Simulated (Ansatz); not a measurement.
**Nudged elastic band run: CH2NSi**

Input:

```yaml
crystal:
  periodic: [false, false, false]
  atoms:
    - { symbol: "N", position_ang: [-1.059536, -0.61048, -0.421394] }
    - { symbol: C, position_ang: [-0.077644, -0.252647, 0.054749] }
    - { symbol: Si, position_ang: [1.590301, 0.205748, 0.924398] }
    - { symbol: H, position_ang: [-1.907888, -0.914276, -0.835024] }
    - { symbol: H, position_ang: [1.454766, 1.571664, 0.277261] }
magnetization:
  spin_polarized: true
  initial_magnetization: 1
basis:
  gaussian: { orbitals: def2-SVP }
hamiltonian:
  xc: hf
neb:
  order_check: false
  images: 7
  f_tol: 0.05
  max_iterations: 60
  final_atoms:
    - { symbol: "N", position_ang: [-1.12147764, -1.37394152, 0.37244649] }
    - { symbol: C, position_ang: [-0.46346831, -0.40024326, -0.10462964] }
    - { symbol: Si, position_ang: [1.23695551, 0.12869368, 0.60564115] }
    - { symbol: H, position_ang: [-0.87544056, 0.09095388, -0.9976966] }
    - { symbol: H, position_ang: [1.22343, 1.55454623, 0.12422859] }
  initial_path:
    images:
      - { positions_ang: [[-1.059536, -0.61048, -0.421394], [-0.077644, -0.252647, 0.054749], [1.590301, 0.205748, 0.924398], [-1.907888, -0.914276, -0.835024], [1.454766, 1.571664, 0.277261]] }
      - { positions_ang: [[-1.11802659, -0.73072829, -0.29861677], [-0.14614576, -0.27151955, 0.08709807], [1.52602733, 0.18893586, 0.83405879], [-1.68911904, -0.75593885, -0.87716188], [1.42726306, 1.56925983, 0.25461179]] }
      - { positions_ang: [[-1.17651718, -0.85097658, -0.17583953], [-0.21464752, -0.29039211, 0.11944713], [1.46175366, 0.17212373, 0.74371958], [-1.47035008, -0.5976017, -0.91929975], [1.39976012, 1.56685567, 0.23196258]] }
      - { positions_ang: [[-1.23500777, -0.97122488, -0.0530623], [-0.28314929, -0.30926466, 0.1517962], [1.39747998, 0.15531159, 0.65338037], [-1.25158112, -0.43926455, -0.96143763], [1.37225718, 1.5644515, 0.20931337]] }
      - { positions_ang: [[-1.29349835, -1.09147317, 0.06971493], [-0.35165105, -0.32813721, 0.18414527], [1.33320631, 0.13849945, 0.56304115], [-1.03281216, -0.28092741, -1.00357551], [1.34475425, 1.56204733, 0.18666416]] }
      - { positions_ang: [[-1.25049318, -1.16209026, 0.14539782], [-0.37960536, -0.34616372, 0.11195154], [1.30914361, 0.13604801, 0.57369115], [-0.99346926, -0.18795708, -1.00210578], [1.31442319, 1.56017206, 0.17105527]] }
      - { positions_ang: [[-1.207488, -1.23270734, 0.22108071], [-0.40755968, -0.36419024, 0.03975781], [1.28508091, 0.13359656, 0.58434115], [-0.95412636, -0.09498676, -1.00063605], [1.28409213, 1.55829678, 0.15544637]] }
      - { positions_ang: [[-1.16448282, -1.30332443, 0.2967636], [-0.43551399, -0.38221675, -0.03243591], [1.26101821, 0.13114512, 0.59499115], [-0.91478346, -0.00201644, -0.99916632], [1.25376106, 1.5564215, 0.13983748]] }
      - { positions_ang: [[-1.12147764, -1.37394152, 0.37244649], [-0.46346831, -0.40024326, -0.10462964], [1.23695551, 0.12869368, 0.60564115], [-0.87544056, 0.09095388, -0.9976966], [1.22343, 1.55454623, 0.12422859]] }
```

Run as:

```bash
$ ansatz run input.yaml --threads 1 --pin off --max-ram 2048MiB --backend cpu --events-out ev --progress --plain --runs-dir out
```

Output, in part (warnings, iteration lines, the closing report on the highest movable image, with atoms numbered from 0):

```
NEB end point (image 0): max|allowed force component| = 5.025e-3 eV/Å (the criterion of neb.relax_end_points is 1.000e-2)
NEB end point (image 8): max|allowed force component| = 1.136e-2 eV/Å (the criterion of neb.relax_end_points is 1.000e-2)
NEB iter   1: max|band force component| = 1.318e1 eV/Å  barrier→ = 2.4426 eV  barrier← = 2.2402 eV  Δτ_max = 0.2000 Å  (1993 SCF iters)
NEB iter   2: max|band force component| = 3.056e0 eV/Å  barrier→ = 2.2210 eV  barrier← = 2.0186 eV  Δτ_max = 0.1956 Å  (471 SCF iters)
NEB iter   3: max|band force component| = 4.459e0 eV/Å  barrier→ = 1.7531 eV  barrier← = 1.5506 eV  Δτ_max = 0.1001 Å  (451 SCF iters)
NEB iter   4: max|band force component| = 2.224e0 eV/Å  barrier→ = 1.7164 eV  barrier← = 1.5140 eV  Δτ_max = 0.1073 Å  (415 SCF iters)
NEB iter   5: max|band force component| = 7.769e-1 eV/Å  barrier→ = 1.6429 eV  barrier← = 1.4405 eV  Δτ_max = 0.0841 Å  (381 SCF iters)
NEB iter   6: max|band force component| = 1.870e0 eV/Å  barrier→ = 1.6810 eV  barrier← = 1.4785 eV  CI = image 5  Δτ_max = 0.1988 Å  (372 SCF iters)
NEB iter   7: max|band force component| = 1.971e0 eV/Å  barrier→ = 2.0062 eV  barrier← = 1.8038 eV  CI = image 5  Δτ_max = 0.2000 Å  (398 SCF iters)
NEB iter   8: max|band force component| = 1.649e0 eV/Å  barrier→ = 2.2740 eV  barrier← = 2.0716 eV  CI = image 5  Δτ_max = 0.2000 Å  (396 SCF iters)
NEB iter   9: max|band force component| = 5.637e0 eV/Å  barrier→ = 1.7912 eV  barrier← = 1.5887 eV  CI = image 5  Δτ_max = 0.0993 Å  (397 SCF iters)
NEB iter  10: max|band force component| = 5.533e0 eV/Å  barrier→ = 1.9083 eV  barrier← = 1.7059 eV  CI = image 5  Δτ_max = 0.1977 Å  (362 SCF iters)
NEB iter  11: max|band force component| = 4.398e0 eV/Å  barrier→ = 1.9981 eV  barrier← = 1.7957 eV  CI = image 5  Δτ_max = 0.2000 Å  (378 SCF iters)
NEB iter  12: max|band force component| = 8.194e-1 eV/Å  barrier→ = 2.2691 eV  barrier← = 2.0666 eV  CI = image 5  Δτ_max = 0.1854 Å  (417 SCF iters)
NEB iter  13: max|band force component| = 7.472e-1 eV/Å  barrier→ = 2.2569 eV  barrier← = 2.0545 eV  CI = image 5  Δτ_max = 0.0787 Å  (394 SCF iters)
NEB iter  14: max|band force component| = 2.610e0 eV/Å  barrier→ = 2.2055 eV  barrier← = 2.0030 eV  CI = image 5  Δτ_max = 0.0378 Å  (403 SCF iters)
NEB iter  15: max|band force component| = 5.490e-1 eV/Å  barrier→ = 2.2185 eV  barrier← = 2.0161 eV  CI = image 5  Δτ_max = 0.0303 Å  (369 SCF iters)
NEB iter  16: max|band force component| = 5.814e-1 eV/Å  barrier→ = 2.2120 eV  barrier← = 2.0095 eV  CI = image 5  Δτ_max = 0.0081 Å  (361 SCF iters)
NEB iter  17: max|band force component| = 1.778e0 eV/Å  barrier→ = 2.2086 eV  barrier← = 2.0062 eV  CI = image 5  Δτ_max = 0.0040 Å  (372 SCF iters)
NEB iter  18: max|band force component| = 1.266e0 eV/Å  barrier→ = 2.2110 eV  barrier← = 2.0086 eV  CI = image 5  Δτ_max = 0.0080 Å  (403 SCF iters)
NEB iter  19: max|band force component| = 8.180e-1 eV/Å  barrier→ = 2.2086 eV  barrier← = 2.0062 eV  CI = image 5  Δτ_max = 0.0081 Å  (360 SCF iters)
NEB iter  20: max|band force component| = 6.638e-1 eV/Å  barrier→ = 2.2094 eV  barrier← = 2.0070 eV  CI = image 5  Δτ_max = 0.0069 Å  (351 SCF iters)
NEB iter  21: max|band force component| = 3.621e-1 eV/Å  barrier→ = 2.2095 eV  barrier← = 2.0071 eV  CI = image 5  Δτ_max = 0.0081 Å  (371 SCF iters)
NEB iter  22: max|band force component| = 1.084e-1 eV/Å  barrier→ = 2.2086 eV  barrier← = 2.0062 eV  CI = image 5  Δτ_max = 0.0162 Å  (399 SCF iters)
NEB iter  23: max|band force component| = 3.787e-1 eV/Å  barrier→ = 2.2069 eV  barrier← = 2.0045 eV  CI = image 5  Δτ_max = 0.0064 Å  (404 SCF iters)
NEB iter  24: max|band force component| = 2.787e-1 eV/Å  barrier→ = 2.2063 eV  barrier← = 2.0039 eV  CI = image 5  Δτ_max = 0.0031 Å  (364 SCF iters)
NEB iter  25: max|band force component| = 5.214e-1 eV/Å  barrier→ = 2.2061 eV  barrier← = 2.0036 eV  CI = image 5  Δτ_max = 0.0016 Å  (406 SCF iters)
NEB iter  26: max|band force component| = 4.205e-1 eV/Å  barrier→ = 2.2060 eV  barrier← = 2.0035 eV  CI = image 5  Δτ_max = 0.0031 Å  (329 SCF iters)
NEB iter  27: max|band force component| = 4.240e-1 eV/Å  barrier→ = 2.2057 eV  barrier← = 2.0033 eV  CI = image 5  Δτ_max = 0.0063 Å  (396 SCF iters)
NEB iter  28: max|band force component| = 2.820e-1 eV/Å  barrier→ = 2.2053 eV  barrier← = 2.0029 eV  CI = image 5  Δτ_max = 0.0125 Å  (358 SCF iters)
NEB iter  29: max|band force component| = 1.970e-1 eV/Å  barrier→ = 2.2047 eV  barrier← = 2.0023 eV  CI = image 5  Δτ_max = 0.0080 Å  (355 SCF iters)
NEB iter  30: max|band force component| = 5.165e-2 eV/Å  barrier→ = 2.2044 eV  barrier← = 2.0020 eV  CI = image 5  Δτ_max = 0.0045 Å  (358 SCF iters)
NEB iter  31: max|band force component| = 3.124e-1 eV/Å  barrier→ = 2.2042 eV  barrier← = 2.0018 eV  CI = image 5  Δτ_max = 0.0022 Å  (346 SCF iters)
NEB iter  32: max|band force component| = 4.003e-2 eV/Å  barrier→ = 2.2044 eV  barrier← = 2.0019 eV  CI = image 5  Δτ_max = 0.0000 Å  (1731 SCF iters)
Total energy: -10396.71520454 eV, -382.0722366203 hartree
Atom 0 at    -1.420091    -0.930145     0.092008 Å, force    -0.039696    -0.024868     0.034434 eV/Å
Atom 1 at    -0.315836    -0.465137     0.147462 Å, force     0.010442    -0.003457    -0.006754 eV/Å
Atom 2 at     1.468484     0.107713     0.469147 Å, force    -0.013708     0.006576    -0.010265 eV/Å
Atom 3 at    -0.777489    -0.249431    -0.926003 Å, force     0.033463     0.017530    -0.023361 eV/Å
Atom 4 at     1.044931     1.537009     0.217376 Å, force     0.009499     0.004219     0.005946 eV/Å
Dipole moment:    -0.092489     0.134582    -0.231267 e Å
```

The forces met the threshold. Neighbouring images differ by up to 1.5 eV, so the band resolves the path poorly. A vibrational analysis at the climbing image gives one clearly imaginary mode, 7685i cm⁻¹: a first-order saddle point.

Final band (atoms are numbered from 1 in the order of the input):

```
image  path coordinate (Å)  energy (kJ/mol)  N1–H4 (Å)  C2–H4 (Å)
    0                 0.00              0.0       0.99       2.14
    1                 0.37              6.8       0.99       2.09
    2                 0.74             18.6       1.01       1.94
    3                 1.11             44.4       1.01       1.77
    4                 1.48            110.5       1.07       1.47
    5                 1.85            212.7       1.38       1.19
    6                 2.19             66.3       1.77       1.10
    7                 2.52             23.0       2.00       1.10
    8                 2.86             19.5       2.02       1.10
```

Run time: 2.7 min on 1 CPU thread of a shared host.
